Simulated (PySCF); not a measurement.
Relaxation of singlet CS(OH)₂

These are results of PySCF, PBE0, basis C def2-TZVP, S def2-TZVP, O def2-TZVP, H def2-TZVP (no relativity, density fitting), not measurements. A (50,194) grid was used.

A hand-made trigonal planar (heavy-atom frame) start, of Cs symmetry, held to at least that symmetry:

```xyz
6
charge 0 multiplicity 1, angstrom
C     0.1674    0.3089    0.0000
S    -0.6376   -1.0854    0.0000
O     1.5474    0.3089    0.0000
O    -0.5226    1.5040    0.0000
H     2.1645   -0.4265    0.0000
H    -0.1943    2.4061    0.0000
```

**Question.** What forces act on the atoms at the start (eV/Å)?

**Answer.** 
```json
{"atom": "C1", "Fx": "1.49", "Fy": "0.09", "Fz": "0.00"}
{"atom": "S2", "Fx": "-0.59", "Fy": "-0.32", "Fz": "0.00"}
{"atom": "O3", "Fx": "-1.46", "Fy": "3.75", "Fz": "0.00"}
{"atom": "O4", "Fx": "0.59", "Fy": "-2.30", "Fz": "0.00"}
{"atom": "H5", "Fx": "-1.38", "Fy": "-0.89", "Fz": "0.00"}
{"atom": "H6", "Fx": "1.34", "Fy": "-0.33", "Fz": "0.00"}
```

**Question.** What does it relax to?

**Answer.** It ends at Cs with C–O 1.320 Å, C–O 1.336 Å, C–S 1.626 Å, O–H 0.967 Å (×2); C–O–H 106.8°, C–O–H 109.3°, O–C–O 110.7°, O–C–S 124.4°, O–C–S 124.8° (after a last refinement on a finer grid). A frequency run shows a minimum.

**Question.** How much energy is released, and in how many steps?

**Answer.** 97.0 kJ/mol in 7 steps.
